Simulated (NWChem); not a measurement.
chloroform (CHCl3); SMILES ClC(Cl)Cl

All runs: NWChem. Pople sets run with spherical d functions. Each level has its own optimisation. Entropies are gas-phase, rigid-rotor, harmonic values for NWChem's default masses at 298.15 K and 1 bar, so the errors hold that model's part too (torsions, anharmonicity).

Measured entropy at 1 bar: 70.7 cal/(mol K) (CRC Handbook, as tabulated in the package chemicals).

```
level                                 entropy at 1 bar (cal/(mol K))  computed − measured
------------------------------------  ------------------------------  -------------------
Hartree-Fock/STO-3G                                             70.0                 -0.7
Hartree-Fock/3-21G                                              70.9                 +0.2
Hartree-Fock/6-31G*                                             69.8                 -0.9
B3LYP/6-31G*                                                    70.7                  0.0
LDA (Slater exchange, VWN5)/def2-SVP                            70.7                  0.0
PBE/def2-SVP                                                    71.0                 +0.3
PBE0/def2-SVP                                                   70.5                 -0.2
```
